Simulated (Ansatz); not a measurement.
Cartesian coordinates (Å):
SMILES: C[SiH3]
```xyz
8

C      0.9864    -0.0398     0.0481
Si    -0.8861     0.0357    -0.0432
H      1.3456     0.3566     0.9996
H      1.4387     0.5458    -0.7543
H      1.3390    -1.0686    -0.0442
H     -1.4954    -0.7616     1.0494
H     -1.3686    -0.5041    -1.3380
H     -1.3597     1.4360     0.0827
```
Charge 0, multiplicity 1.

Method: frozen-core CCSD(T)/aug-cc-pVTZ // B3LYP-D3(BJ)/def2-TZVPD (Ansatz, a first-principles code).

```json
{
  "HF energy": "-330.32308 Ha",
  "MP2 correlation energy": "-0.32365 Ha"
}
```

Estimate the CCSD correlation energy, the (T) correction, the total energy and the T1 diagnostic.


```json
{
 "CCSD correlation energy": "-0.36217 Ha",
 "(T) correction": "-0.01188 Ha",
 "CCSD(T) total energy": "-330.69713 Ha",
 "T1 diagnostic": "0.010"
}
```
